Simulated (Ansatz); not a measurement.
**What a trial cell of Cd relaxes into**

Level of theory: DFT r2SCAN, scalar-relativistic, plane waves, PAW in Ansatz 0.2.0. Cutoff 500 eV, Γ-centred k mesh, Gaussian smearing, no spin polarisation in the final step.

Cd was placed on the simple cubic structure type (Pm-3m, No. 221), at a guessed volume.

```xyz
1
Lattice="2.8282 0.0000 0.0000 0.0000 2.8282 0.0000 0.0000 0.0000 2.8282" Properties=species:S:1:pos:R:3 pbc="T T T"
Cd    0.0000    0.0000    0.0000
```

Cell and atoms relax at zero pressure; the relaxation can't lower the symmetry of the start. After a coarse first stage the cell is made exact in the group found at 0.06 Å.

Energies count from the standard state of Cd at the same level.

**Question.** Which crystal results?

**Answer.** It keeps Pm-3m (No. 221). The result has the simple cubic structure. Conventional cell: a = 2.945 Å. Cd is coordinated by 6 Cd at 2.94 Å.

```
Cd
1.0
     2.94499    0.00000    0.00000
     0.00000    2.94499    0.00000
     0.00000    0.00000    2.94499
Cd
1
Direct
  0.00000 0.00000 0.00000
```

**Question.** What are its volume, energy, density and gap?

**Answer.** The volume per atom is 25.54 Å³ and the density is 7.31 g/cm³. The energy over the standard structure is 0.16 eV/atom. The gap on the 18×18×18 mesh is 0 eV (a metal).

The final run used a 18×18×18 mesh on its 1-atom cell and 0.10 eV smearing. For metals, differences of a few meV/atom aren't resolved. Symmetry constrained the relaxation, so the result can be a saddle point.